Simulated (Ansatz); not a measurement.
A run of Ansatz (development build ahead of 0.2.0) on singlet H5O2(+) at this shape:

```yaml
atoms:
  - { symbol: H, position_ang: [-0.0953, 0.0276, -0.0724] }
  - { symbol: O, position_ang: [1.1211, 0.0342, 0.0380] }
  - { symbol: O, position_ang: [-1.1899, -0.0531, 0.1095] }
  - { symbol: H, position_ang: [1.6396, 0.6948, 0.5033] }
  - { symbol: H, position_ang: [-1.5884, -0.7747, 0.4960] }
  - { symbol: H, position_ang: [1.7011, -0.2661, -0.6343] }
  - { symbol: H, position_ang: [-1.7900, 0.1855, -0.6631] }
```

Its results:

| Item | Value |
| --- | --- |
| Converged | yes |
| Reference energy | -152.30981 hartree |
| Correlation energy | -0.25817 hartree |
| Total energy | -152.56798 hartree |
| Spin squared of the determinant | 0.000 |

Task: Which input gives this output? Name the method, the orbitals and the basis set, and write the input.

Result: RHF-MP2 in 6-31G. An unrestricted run that stays on the closed shell gives the same numbers.

```yaml
crystal:
  periodic: [false, false, false]
  atoms:
    - { symbol: H, position_ang: [-0.09531, 0.02756, -0.07243] }
    - { symbol: O, position_ang: [1.12106, 0.03419, 0.03796] }
    - { symbol: O, position_ang: [-1.18992, -0.05311, 0.10954] }
    - { symbol: H, position_ang: [1.63964, 0.69481, 0.50326] }
    - { symbol: H, position_ang: [-1.58843, -0.77467, 0.49596] }
    - { symbol: H, position_ang: [1.70114, -0.26605, -0.63433] }
    - { symbol: H, position_ang: [-1.78996, 0.18554, -0.66311] }
basis:
  gaussian: { orbitals: "6-31G" }
total_charge: 1
hamiltonian:
  xc: hf
correlation:
  method: mp2
  frozen_orbitals: { H: 0, O: 1 }
```
